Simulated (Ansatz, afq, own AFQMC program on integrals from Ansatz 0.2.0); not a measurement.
# Atomization energy of SiH4, singlet

```xyz
5

Si    0.0000    0.0000    0.0000
H     0.8558    0.8587    0.8568
H    -0.8596   -0.8544    0.8574
H    -0.8547    0.8555   -0.8611
H     0.8584   -0.8599   -0.8531
```

Atoms in their ground-state spins without spin–orbit coupling (mostly on UHF) minus the molecule (RHF), without zero-point energy. The geometry is a stationary point, not shown to be a minimum.

Basis cc-pVDZ. Noble-gas cores (and the filled d shells of Ga–Kr and In–Xe) are frozen. AFQMC by an in-house program on the Cholesky factors that Ansatz 0.2.0 writes for its CCSD(T) run. The CISD trial takes its coefficients from CCSD amplitudes. Released means that phaseless walkers are propagated on without the constraint, phases kept. Uncertainties: one standard error, sampling alone. The errors of all members are added in quadrature.

No full CI on the walks' own integrals is used here; CCSDT(Q) serves as the reference and is uncertain by about the last step of the cluster series. Each member takes its own surest rung, up to full CI.

Errors are counted within cc-pVDZ, not against nature.

Cautions: other spins of the molecule weren't checked.

```
level  atomization energy (kcal/mol)
 CCSD                          300.6
   HF                          248.3
```

Q: From these cheaper values, estimate the atomization energy at the reference level in cc-pVDZ.

A: 301.7 kcal/mol (CCSDT(Q) in cc-pVDZ).

| level | atomization energy (kcal/mol) | error against CCSDT(Q) (kcal/mol) |
| --- | --- | --- |
| MP2 | 293.2 | -8.5 |
| CCSD(T) | 301.5 | -0.1 |
| CCSDT | 301.7 | 0.0 |
| ph-AFQMC/HF | 303.6 ± 0.5 | 1.9 ± 0.5 |
| ph-AFQMC/CISD | 301.8 ± 0.08 | 0.1 ± 0.08 |
| released AFQMC | 301.8 ± 0.1 | 0.1 ± 0.1 |

Correlation beyond CCSD(T) adds 0.1 kcal/mol. The perturbative (T) step is worth +0.9 kcal/mol.

A walk keeps the symmetry of its determinant, which the program's search chose and which needn't be the lowest solution, so a lower state of the same spin and another symmetry isn't excluded. Released energies are given only where the last usable release times agree within the noise; a slower fall can still hide under it.
